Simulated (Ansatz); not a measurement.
**Relaxing NiAgF3**

Method: Ansatz 0.2.0, DFT r2SCAN, scalar-relativistic, plane waves, PAW. Cutoff 500 eV, Γ-centred k mesh, Gaussian smearing, collinear spin, first started from parallel moments.

The start is a database structure of NiAgF3, space group Pm-3m (No. 221).

```
CELL_PARAMETERS angstrom
4.00395 0.00000 0.00000
0.00000 4.00395 0.00000
0.00000 0.00000 4.00395
ATOMIC_POSITIONS crystal
Ni 0.00000 0.00000 0.00000
Ag 0.50000 0.50000 0.50000
F 0.50000 0.00000 0.00000
F 0.00000 0.50000 0.00000
F 0.00000 0.00000 0.50000
```

Steps on the 8×8×8 mesh (5 atoms). 4 of 5 steps are shown, and the free energy counts from the last. Trial steps that were taken back and renewals of the plane-wave basis can be among the rows.

```json
{"step": "1", "ΔF (meV/atom)": "6.5", "V (Å³/atom)": "12.84", "P (GPa)": "-3.87"}
{"step": "2", "ΔF (meV/atom)": "0.8", "V (Å³/atom)": "12.53", "P (GPa)": "-1.70"}
{"step": "3", "ΔF (meV/atom)": "-0.6", "V (Å³/atom)": "12.30", "P (GPa)": "0.15"}
{"step": "5", "ΔF (meV/atom)": "0.0", "V (Å³/atom)": "12.32", "P (GPa)": "0.00"}
```

A final relaxation ran on a 8×8×8 mesh. The relaxed crystal, Pm-3m (No. 221):

```cif
data_structure
_symmetry_space_group_name_H-M 'Pm-3m'
_symmetry_Int_Tables_number 221
_cell_length_a 3.9495
_cell_length_b 3.9495
_cell_length_c 3.9495
_cell_angle_alpha 90.000
_cell_angle_beta 90.000
_cell_angle_gamma 90.000
_cell_volume 61.60
loop_
_atom_site_label
_atom_site_type_symbol
_atom_site_symmetry_multiplicity
_atom_site_Wyckoff_symbol
_atom_site_fract_x
_atom_site_fract_y
_atom_site_fract_z
_atom_site_occupancy
Ni1 Ni 1 a 0.00000 0.00000 0.00000 1
Ag1 Ag 1 b 0.50000 0.50000 0.50000 1
F1 F 3 d 0.50000 0.00000 0.00000 1
```

| Quantity | Value |
| --- | --- |
| Volume per atom | 12.32 Å³ |
| Density | 6.03 g/cm³ |
| Energy over the elements | -1.784 eV/atom |
| Gap on the 8×8×8 mesh | 1.19 eV |
| Net moment per atom | 0.40 μB |
| Largest site moment | 1.74 μB |

The zero of energy is the elements' standard structures at the same level (F₂ as a molecule); no fitted shifts are applied.

The final run used a 8×8×8 mesh on its 5-atom cell and 0.02 eV smearing. The magnetic state reached may not be the lowest.

A structure relaxed within its symmetry needn't be a true minimum.

Symmetry holds off the tilts and polar distortions that many cubic perovskites undergo.

Cost: 2 runs of about 4.3 core-minutes in all, on Arm Neoverse N1 (shared hosts).